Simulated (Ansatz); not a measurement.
Z-matrix (Å, degrees):
```
C
C 1 1.4787
H 2 1.0770 1 130.47
C 1 1.4897 2 133.02 3 -0.01
H 4 1.0927 1 110.82 2 -60.05
H 4 1.0927 5 108.13 1 -121.65
H 4 1.0930 5 107.70 6 -116.12
C 1 1.4961 2 60.42 3 119.63
H 8 1.0857 1 116.17 2 -107.05
H 8 1.0898 9 114.20 1 146.85
C 1 1.4961 2 60.42 3 -119.64
H 11 1.0857 1 116.16 2 107.07
H 11 1.0898 12 114.20 1 -146.84
```
Charge 0, multiplicity 1.

The numbers are results of frozen-core CCSD(T)/cc-pVTZ // B3LYP-D3(BJ)/def2-TZVP in Ansatz (a first-principles code), not measurements.

```yaml
HF energy: -193.97727 Ha
MP2 correlation energy: -0.84402 Ha
```

Q: Estimate the CCSD correlation energy, the (T) correction, the total energy and the T1 diagnostic.

A: 
```
Property                        Result
-----------------------  -------------
CCSD correlation energy    -0.88051 Ha
(T) correction             -0.03934 Ha
CCSD(T) total energy     -194.89711 Ha
T1 diagnostic                    0.008
```
